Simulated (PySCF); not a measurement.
hydrogen peroxide (H₂O₂), SMILES OO.

Geometry: B3LYP-D3(BJ)/def2-TZVP. A frequency run showed that this geometry is not a minimum.

Two levels are set side by side: TDDFT-PBE/def2-TZVPD (PySCF) and ADC(2)/aug-cc-pVDZ (PySCF). Vertical, same geometry; the bases differ. Differences are taken from unrounded values.

```tsv
quantity	TDDFT-PBE
lowest singlet excitation (eV)	4.68
```

Task: These are the TDDFT-PBE values. What does ADC(2) give? (The exact figures need the calculation; the answer reports its results.)

Result: 
```
quantity                        ADC(2)  TDDFT-PBE minus ADC(2)
------------------------------  ------  ----------------------
lowest singlet excitation (eV)    5.13                   -0.45
```

A lower first singlet is the usual sign of a functional without exact exchange. Differences between two approximate levels are no errors against the true value.

Rough cost on one machine, each run with all the roots and properties that it gave: ADC(2) against TDDFT-PBE within a factor of 2.
